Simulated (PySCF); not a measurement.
Dissociation curve of Cl2, singlet.

Level of theory: CCSD(T) on UHF/6-31G, 10 core orbitals frozen (PySCF).

Q: Relative to R = 2.29 Å, what are the energies at R = 1.88, 1.91, 1.98, 2.04 Å?

A: 52.1 mEh at 1.88 Å, 42.0 mEh at 1.91 Å, 24.0 mEh at 1.98 Å, 13.5 mEh at 2.04 Å.

The unrestricted determinant behind UCCSD(T) is spin-contaminated at 2.19 to 7.95 Å (<S²> up to 1.0, against 0.00 for a pure singlet).
